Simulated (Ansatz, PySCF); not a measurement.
Gas-phase reaction (SMILES): F (HF) → F atom + H atom; the F-H bond at the site shown breaks (other sites are not compared here).

Structures are relaxed separately at B3LYP-D3(BJ)/def2-TZVP in Ansatz (a first-principles code). Cores are frozen in the correlated levels unless marked. Open shells are spin-unrestricted. Spin-orbit coupling is left out. Non-relativistic. Basis-set limits of correlation are two-point, X^-3; Hartree-Fock from the larger set (for Q and 5 zeta extrapolated as (X+1)exp(-9√X)). Thermal terms are rigid-rotor harmonic-oscillator values from B3LYP-D3(BJ) frequencies (PySCF) at 298.15 K and 1 atm. 1 Eh = 627.5095 kcal/mol. Atoms have translation alone.

```
species  E, CCSD(T)/CBS(cc-pVQZ,cc-pV5Z) (Ansatz) (Eh)  E, wB97M-V/def2-TZVPD (Ansatz) (Eh)  H - E (Eh)
-------  ---------------------------------------------  -----------------------------------  ----------
F (HF)                                      -100.39528                           -100.46200     0.01259
F atom                                       -99.66950                            -99.74647     0.00236
H atom                                        -0.50000                             -0.49411     0.00236
```

**Question.** Work out ΔE and ΔH at 298.15 K at the first level, then ΔH at the second.

**Answer.** 
1. ΔE = [(-99.66950) + (-0.50000)] - [(-100.39528)] = 0.22578 Eh = 141.7 kcal/mol at CCSD(T)/CBS(cc-pVQZ,cc-pV5Z).
2. The terms H - E add up to -0.00787 Eh, so ΔH = (0.22578 + (-0.00787))×627.5095 = 136.7 kcal/mol.
3. At wB97M-V/def2-TZVPD the same steps give ΔE = 138.9 and ΔH = 134.0 kcal/mol, a shift of -2.7 from the first level.
4. Tabulated enthalpies of formation (F (HF) -65.2 kcal/mol, ATcT 1.112; F atom 19.0 kcal/mol, ATcT 1.112; H atom 52.1 kcal/mol, ATcT 1.112) give ΔH = 136.3, so the errors are +0.4 and -2.3 kcal/mol; the tables hold anharmonic motion, scalar relativity, spin-orbit effects, which both levels lack, and core correlation, which the frozen-core level lacks.
